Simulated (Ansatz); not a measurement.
Corundum Cr2O3, treated with PBE0 (Ansatz, a quantum-chemistry and plane-wave program, plane waves, PAW).

Settings: plane-wave cutoff 460 eV, 6×6×6 k mesh, Fermi–Dirac smearing 0.01 eV, spin-polarised with opposed moments, scalar-relativistic PAW data made under PBE.

Cell (measured lattice):

```
CELL_PARAMETERS angstrom
      2.47500     1.42894     4.52667
     -2.47500     1.42894     4.52667
      0.00000    -2.85788     4.52667
ATOMIC_POSITIONS crystal
  Cr 0.84502 0.84502 0.84502
  Cr 0.34502 0.34502 0.34502
  Cr 0.15498 0.15498 0.15498
  Cr 0.65498 0.65498 0.65498
  O  0.43876 0.06124 0.75000
  O  0.06124 0.75000 0.43876
  O  0.56124 0.93876 0.25000
  O  0.25000 0.56124 0.93876
  O  0.93876 0.25000 0.56124
  O  0.75000 0.43876 0.06124
```
Starting moments (μB, in the order of the record's atoms Cr Cr Cr Cr O O O O O O): -3.0 -3.0 3.0 3.0 0.0 0.0 0.0 0.0 0.0 0.0.

Task: Estimate the band gap, Γ–Γ gap and magnetic moment (largest site, within a sphere) that the calculation returns.

Result: 
* **band gap**: 5.28 eV (direct)
* **Γ–Γ gap**: 5.71 eV
* **magnetic moment (largest site, within a sphere)**: 2.41 μB

Measured, for comparison: band gap 3.3 ± 0.1 eV (temperature not stated, no zero-point or thermal correction, middle of the range; as tabulated in Medasani et al. (2019), arXiv:1904.04625). Computed (rounded) less measured: band gap +1.98 eV.

Note: cell and atoms aren't relaxed at this level (largest force component 0.47 eV/Å, pressure -0.7 GPa).

Moments are spin moments.

The computed numbers hold no vibrational or temperature effects.
